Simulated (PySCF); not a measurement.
Species: C4H7FO.
SMILES: `C/C=C(/F)CO`

The closed-shell SCF was solved with PySCF and density fitting under several settings on one GFN2-xTB geometry (grid level 2 and gas phase unless stated).

```csv
settings,basis functions,SCF cycles,E (Eh),HOMO (eV),LUMO (eV),dipole (D)
"B97-2/pcSseg-1, grid level 1",137,10,-331.5266,-6.99,0.23,1.38
"mPW1PW91/def2-SVPD, IEF-PCM chloroform, grid level 1",182,10,-331.3771,-7.28,0.14,1.81
```

**Question.** Estimate the row for these settings: KT2/6-311G**, grid level 3, energy threshold 1e-11 Eh.

**Answer.** 
```json
{"settings": "KT2/6-311G**, grid level 3, energy threshold 1e-11 Eh", "basis functions": "150", "SCF cycles": "13", "E (Eh)": "-336.9032", "HOMO (eV)": "-5.89", "LUMO (eV)": "-0.61", "dipole (D)": "1.11"}
```

**Question.** Over all rows, what range does the HOMO–LUMO gap span?

**Answer.** From 5.28 eV (KT2/6-311G**, grid level 3, energy threshold 1e-11 Eh) to 7.42 eV (mPW1PW91/def2-SVPD, IEF-PCM chloroform, grid level 1). The functional of the narrowest has no exact exchange, that of the widest 25 % exact exchange.

**Question.** And the dipole moment?

**Answer.** From 1.11 D (KT2/6-311G**, grid level 3, energy threshold 1e-11 Eh) to 1.81 D (mPW1PW91/def2-SVPD, IEF-PCM chloroform, grid level 1); the largest is 1.63 times the smallest, and the median is 1.38 D.

Whole jobs, the steps after the SCF included, on Arm Neoverse V2, one thread (shared host):

| settings | work after the SCF | wall time | peak memory |
| --- | --- | --- | --- |
| B97-2/pcSseg-1, grid level 1 | shieldings | 5.5 s | 0.61 GiB |
| mPW1PW91/def2-SVPD, IEF-PCM chloroform, grid level 1 | 12 singlets by full TDDFT, polarisability | 15 s | 0.78 GiB |
| KT2/6-311G**, grid level 3, energy threshold 1e-11 Eh | shieldings, charges and field gradients | 20 s | 0.75 GiB |

All basis functions are spherical, in the Pople sets too. KT2 was designed for NMR shieldings or shifts; total energies of different functionals aren't comparable. The structure is a single GFN2-xTB conformer; no vibrational corrections.

The values belong to the conformer `[CH3:1]/[CH:2]=[C:3](/[F:4])[CH2:5][OH:6]`: C2–C3–C5–O6 -109°, H–O6–C5–C3 -54°.
